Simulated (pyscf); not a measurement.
A first-order saddle from PySCF, ωB97X-D3(BJ)/def2-SVP:

```xyz
8

C      0.4081    -0.2129     0.3416
Si    -0.9278     0.6550    -0.9487
Cl    -0.9009     2.4155     0.7456
H      0.8541    -0.8307    -0.4592
H     -0.0994    -0.8735     1.0590
H      1.2866     0.2431     0.8383
H     -0.0678     1.1860     0.6494
H      0.1822     1.3999    -1.6805
```

Surface: singlet, charge 0. Lowest wavenumbers (cm⁻¹): 1003i, 228, 314, 375, 544.

Problem. Which two sides does it connect, and which bonds change?

Solution. H₃C–SiH: [singlet] + HCl <-> CH₄ + :HSi–Cl [singlet], a four-centre exchange read from left to right: C–Si, Cl–H broken and C–H, Cl–Si formed. At CCSD(T)/def2-TZVPP + ΔMP2(QZVPP) it lies +7.0 kcal/mol from the left side and +39.9 kcal/mol from the right (each side as separated species at their lowest minima found). On the reactant side the descent ends in a complex, 7.4 kcal/mol under the separated species and 10.2 kcal/mol under the saddle at ωB97X-D3(BJ)/def2-TZVP. At ωB97X-D3(BJ) the barrier from the zero used here is 2.8 kcal/mol. The same reactants have a lower exit, to H₃C–Si:–Cl [singlet] + H₂ (barrier -2.3 kcal/mol at ωB97M-D3(BJ), against +4.3 kcal/mol here). This is the saddle that the search found; another between the same sides may lie lower. The CCSD(T) − MP2 part came from Ansatz, without density fitting, on the same reference.
